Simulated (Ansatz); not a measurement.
**A rate constant, worked out**

An elementary step of BH3O, closed shell (BH₃O ([BH2][OH]) → BHO ([BH][O]) + H₂; B–H, O–H broken or loosened, H–H formed or tightened). The start structure is the reactant molecule, and the electronic barrier above it is 2.643 eV by CCSD(T) at an estimated basis limit (MP2 extrapolated from triple and quadruple zeta, plus CCSD(T) − MP2 in triple zeta). Ansatz 0.2.0; basis: def2-TZVPP and def2-QZVPP; cores frozen in the correlated methods. Extrapolation: Hartree–Fock as exp(−7.88 √X), correlation as X^−2.97. Harmonic wavenumbers at PBE0-D4/def2-TZVP (Ansatz 0.2.0), in cm⁻¹:

Start: 783, 884, 1053, 1173, 1183, 1386, 2555, 2657, 3876.

Saddle: 1731i, 709, 964, 1039, 1148, 1615, 2031, 2303, 2678.

Work out the transition-state-theory rate constant at 400 K from these numbers alone (harmonic vibrations; rotation, path degeneracy and anharmonicity left out), and the Wigner tunnelling factor. Use 1 cm⁻¹ = 1.2398 × 10⁻⁴ eV and k_B = 8.617 × 10⁻⁵ eV/K.

Zero-point energies, half the sums: start 15550/2 cm⁻¹ = 0.9640 eV; saddle, real modes only, 12487/2 cm⁻¹ = 0.7741 eV.
Barrier with zero-point energy: 2.643 + 0.7741 − 0.9640 = 2.4531 eV.
k_BT = 0.03447 eV, so the barrier is 71.17 k_BT.
Vibrational partition functions from the zero-point level, ln q = −Σ ln(1 − exp(−hν/k_BT)): start 0.163, saddle 0.157.
k = (k_BT/h) exp(ln q‡ − ln q) exp(−E0/k_BT), with log₁₀(k_BT/h in s⁻¹) = 12.92: log₁₀ k = 12.92 + (-0.006 − 71.17)/2.3026 = -17.99, so k ≈ 1 × 10^(-18) s⁻¹.
Wigner factor: 1 + (hν‡/k_BT)²/24 = 1 + (6.23)²/24 = 2.62, too large for this simple formula to be trusted. A change of 1 kcal/mol (0.043 eV) in the barrier would change k by a factor of 3.5 at this temperature.

The T1 diagnostic stays at or below 0.021.

Labels in which every atom is bracketed show which atoms are joined, not bond orders.

For scale, one of the runs: CCSD(T)/def2-TZVPP, 104 basis functions, launched by `ansatz run in.yaml --threads 2 --pin off --events-out ev --progress --plain --max-ram 4352MiB`. Hardware: 2 CPU threads of an Arm Neoverse V2, shared host. Wall time about 2.1 s.
